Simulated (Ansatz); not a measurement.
Isolated molecules relaxed with PBE0-D4/def2-TZVP in Ansatz; ΔE leaves out vibrations. CBS: def2 TZ/QZ extrapolation, frozen cores. Functionals use def2-TZVPP. B3LYP here is the variant with VWN-RPA as its local correlation; programs differ in this. HSE06 is defined as in plane-wave codes. One conformer a species, not always the lowest.

Reaction (hydrogenolysis of the Al–F bond): `[F][AlH][SH]` + H₂ → `[AlH2][SH]` + H–F

```
             level  ΔE (kJ/mol)  difference from CCSD(T)/CBS
       LDA (SPW92)        157.8                        -10.4
            PBE-D4        160.8                         -7.4
           BLYP-D4        171.6                          3.4
            B97M-V        161.8                         -6.4
          B3LYP-D4        168.5                          0.3
          HSE06-D4        157.1                        -11.1
           ωB97M-V        166.6                         -1.6
            B2PLYP        169.8                          1.6
            r2SCAN        173.1                          4.9
             HSE06        156.4                        -11.8
             BHLYP        166.1                         -2.1
           LC-ωPBE        162.4                         -5.8
RPA@PBE/def2-TZVPP        160.6                         -7.6
       HF/def2-SVP        153.0                        -15.2
   CCSD/def2-TZVPP        162.2                         -6.0
     MP2/CBS(def2)        172.8                          4.6
       CCSD(T)/CBS        168.2                            0
```

Largest T1 diagnostic among the species: 0.012.

Leaving LDA and LC-ωPBE aside and taking each functional with its dispersion term where it has one, the values, not all of them listed here, spread over 16.3 kJ/mol, from HSE06-D4 to r2SCAN-D4. In def2-TZVPP, CCSD(T) changes the Hartree–Fock value by +4.7 kJ/mol (the triples alone add +1.7 kJ/mol) and MP2 by +11.4 kJ/mol.
